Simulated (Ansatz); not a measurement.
α-quartz (SiO2) was calculated with HSE06 (PAW; Ansatz, a first-principles code).

Run with plane-wave cutoff 460 eV, 6×6×4 k mesh (along the axes of the cell as run), Fermi–Dirac smearing 0.01 eV, scalar-relativistic PAW data made under PBE.

The cell has the measured lattice parameters. Conventional cell: a = 4.9164 Å, b = 4.9164 Å, c = 5.4084 Å, α = 90.00°, β = 90.00°, γ = 120.00°.

```xyz
9
Lattice="4.9164 0.0000 0.0000 -2.4582 4.2577 0.0000 0.0000 0.0000 5.4084" Properties=species:S:1:pos:R:3 pbc="T T T"
Si     2.3094     0.0000     3.6056
Si    -1.1547     2.0000     1.8028
Si     1.3035     2.2577     0.0000
O      1.3754     1.1393     4.2487
O      3.2420     0.6215     2.4459
O      2.7571     2.4970     0.6431
O      0.2990     1.7607     1.1597
O     -1.0828     3.1184     2.9625
O      0.7839     3.6362     4.7653
```

Question: List the 31 lowest band energies at Γ above −25 eV (eV, relative to the valence band maximum), grouping those that round alike.

Answer: At Γ: -20.98, -19.38 (×2), -18.70, -18.68 (×2), -8.61 (×2), -5.65, -5.58, -5.43 (×2), -3.12 (×2), -2.90, -2.60, -1.53 (×2), -1.51, -1.07 (×2), -0.73, -0.33 (×2), 7.82, 11.26 (×2), 11.77 (×2), 13.11, 13.84.

Note: cell and atoms aren't relaxed at this level (largest force 0.04 eV/Å, pressure 1.6 GPa).
